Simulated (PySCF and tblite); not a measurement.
The numbers below are computed, except where a source is named.
(CH3CH2)2CHF, C5H11F, numbered as in [CH3:1][CH2:2][CH:3]([F:4])[CH2:5][CH3:6].

Level: PBE0-D3(BJ)/def2-TZVP (IEF-PCM, chloroform)//PBE0-D3(BJ)/def2-SVP, thermal terms from GFN2-xTB, symmetry numbers and mirror pairs counted. Conformers within 3 kcal/mol (GFN2-xTB free energy) were kept, 8 at most. Of two unlike H on one atom, a is the less shielded (WP04/pcSseg-1 (IEF-PCM, chloroform)). Programs: PySCF with density fitting and tblite.

An NOE distance is ⟨r⁻⁶⟩^(−1/6) over all pairs of like atoms and, for the average, over conformers.

Torsions listed: C1–C2–C3–F4, F4–C3–C5–C6. Of a mirror pair one member is shown.

```tsv
conformer	shape	weight %
1	-172°, 57°	38.0
2	-57°, 57°	34.0
3	-59°, -60°	14.5
4	64°, 178°	12.7
```

Not shown: 1 more, 0.8 % in all.

(1) Which H–H contacts under 3.5 Å would NOEs report (pairs on one atom left out) at 298.15 K?

(2) In a model where alignment follows shape alone (order matrix 0.001 × (3G/tr G − 1)/2, G the second moments of the atom positions; splitting J + 2D), what are the one-bond C–H dipolar couplings D?

Answers

(1) 
| pair | in 1 (Å) | in 2 (Å) | in 3 (Å) | in 4 (Å) | average (Å) |
| --- | --- | --- | --- | --- | --- |
| H2b/H5b ··· H3 | 2.68 | 2.49 | 2.44 | 2.62 | 2.56 |
| H2a/H5a ··· H3 | 2.67 | 3.06 | 2.65 | 2.44 | 2.71 |
| H1/H6 ··· H2b/H5b | 2.78 | 2.95 | 2.91 | 2.77 | 2.85 |
| H1/H6 ··· H2a/H5a | 2.91 | 2.94 | 2.77 | 2.79 | 2.88 |
| H1/H6 ··· H3 | 2.94 | 2.95 | 3.18 | 3.25 | 3.00 |

Longer pairs under the limit may be missing.

(2) H1/H6 1.6 Hz (1.5 in conformer 1), H2a/H5a 5.3 Hz (4.6 in conformer 1), H2b/H5b 5.3 Hz (5.3 in conformer 1), H3 6.3 Hz (7.4 in conformer 1).
